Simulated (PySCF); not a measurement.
**Ways to converge the SCF of SiP⁺ (triplet)**

Aim: find out which solver settings change the answer for SiP⁺ (triplet).

Computed with PySCF 2.14.0. Level: method and basis as typed in the scripts.

1 further run of the same task is left out (it didn't finish).

## (1) Starting geometry

SiP⁺ (triplet): 2 atoms, charge 1, spin multiplicity 3.

Bond lengths: Si1–P2 2.155 Å.

## (2) Base script

Contents of input.py:

```python
from pyscf import gto, dft
from pyscf.prop.polarizability import uhf as pol

mol = gto.M(
    atom='Si 0 0 0; P 0 0 2.155',
    basis='jorge-dzp-dkh',
    charge=1,
    spin=2,
    verbose=4,
)
mf = dft.UKS(mol, xc='m06')
mf = mf.sfx2c1e()
mf.kernel()
print('polarizability (a.u.)')
print(pol.Polarizability(mf).polarizability().round(4))
mf.dip_moment()
print('orbital energies (hartree):', [e[max(0, n-3):n+3].round(4) for e, n in zip(mf.mo_energy, mol.nelec)])
```

Command:

```sh
$ OMP_NUM_THREADS=1 python input.py
```

Its log is not repeated here.

It gives: E(SCF) = -631.830052 Eh, ⟨S²⟩ = 2.014, α(xx, yy, zz) = 8.9, 24.5, 70.0 bohr³.

The bond length is a typed value, not an optimised one. The dipole of an ion depends on the origin. The triplet is typed in the script; nothing here shows that it is the ground state.

## (3) Smearing width 0.005 hartree

Run 1 changes smearing width: none → 0.005 hartree; step after the SCF: polarizability → none.

Contents of input.py:

```python
from pyscf import gto, dft, scf

mol = gto.M(
    atom='Si 0 0 0; P 0 0 2.155',
    basis='jorge-dzp-dkh',
    charge=1,
    spin=2,
    verbose=4,
)
mf = dft.UKS(mol, xc='m06')
mf = mf.sfx2c1e()
mf = scf.addons.smearing_(mf, sigma=0.005, method='fermi')
mf.kernel()
mf.dip_moment()
print('orbital energies (hartree):', [e[max(0, n-3):n+3].round(4) for e, n in zip(mf.mo_energy, mol.nelec)])
```

Command:

```sh
$ OMP_NUM_THREADS=1 python input.py
```

## (4) Convergence threshold 0.001 hartree

Run 2 changes convergence threshold: default → 0.001 hartree.

input.py: that of step 2 with these lines changed.

```diff
@@ -12,2 +12,3 @@
 mf = mf.sfx2c1e()
+mf.conv_tol = 0.001
 mf.kernel()
```

Q: Predict the outcome of this session. Wanted: for each run, E(SCF); from base; gap, α spin.

As calculated:

```csv
run,E(SCF) (hartree),from base (eV),cycles,"gap, α spin (eV)"
base,-631.830052,0,35,4.53
smearing width 0.005 hartree,-631.778736,not comparable,13,n/a
convergence threshold 0.001 hartree,-631.830003,not comparable,5,4.48
```

Distance from each run's final energy (log10 hartree) by cycle:

```csv
run,cycle 1,cycle 2,cycle 3,cycle 5,cycle 8,cycle 12
base,-1.3,-0.7,-2.3,-4.0,-5.5,-5.6
smearing width 0.005 hartree,-1.3,-0.7,-2.1,-3.5,-6.2,-9.1
convergence threshold 0.001 hartree,-1.3,-0.7,-2.3,-4.4,done,done
```

Rows marked «poor choice» come from settings spoiled on purpose.
